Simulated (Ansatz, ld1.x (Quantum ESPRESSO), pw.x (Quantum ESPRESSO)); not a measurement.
# From atom to crystal: TM potential for platinum (Pt)

```
Element                 : platinum
Generator               : ld1.x (Quantum ESPRESSO) 7.5
Type                    : norm-conserving Troullier–Martins (Kleinman–Bylander form)
Functional              : PBE
Relativity              : scalar-relativistic
Frozen core             : [Xe] 4f14
Valence charge          : 10
Reference configuration : 5d9 6s0.5 6p0.5
Partial waves           : 6s (bound): rc 2.45 bohr; 5d (bound): rc 1.66 bohr; 6p (bound): rc 2.60 bohr
Local potential         : the p channel
Core correction         : Bessel-smoothed model core inside 1.40 bohr
```

Crystal test: fcc Pt in pw.x 7.5, no spin, 14³ k-points, Fermi–Dirac smearing 0.01 Ry, cutoffs 75/300 Ry. The reference is all-electron LAPW (Ansatz 0.2.0) with the same functional, mesh and smearing; V0 and B0 come from Birch–Murnaghan fits to the pressures at five volumes. Errors are pseudo minus all-electron; Δ is the rms difference of the E(V) curves that follow from these fits, minima aligned, over ±6 % about the mean V0. Mesh and smearing are coarse, so the numbers serve the comparison and aren't converged zero-temperature values; the lattice is a test structure that the element need not adopt.

All-electron: a0 = 3.973 Å (V0 = 15.67 Å³/atom), B0 = 245.3 GPa.

Question: How far does the potential miss the all-electron equation of state?

Answer: mean pressure error (GPa): +27.12. The pressure does not cross zero within the volumes sampled, so no fit is given. This is a poor potential for the solid.

| V (Å³/atom) | P all-electron (GPa) | P pseudo (GPa) |
| --- | --- | --- |
| 14.858 | 15.18 | 48.76 |
| 15.249 | 7.27 | 37.17 |
| 15.640 | 0.53 | 27.24 |
| 16.031 | -5.20 | 18.72 |
| 16.422 | -10.06 | 11.41 |

Question: At the middle volume, how do free energy and pressure move when the wave cutoff is lowered (ecutrho kept at four times it)?

Answer:

```csv
cutoff (Ry),shift of F (meV/atom),shift of P (GPa)
34,+745.4,-47.36
45,+23.9,-1.84
60,+8.9,-0.06
```

The run at the middle volume (104 k-points, 6 iterations) took about 10 s on one core of a shared host (Neoverse-V2, 96 threads, 742 GiB, load 51).
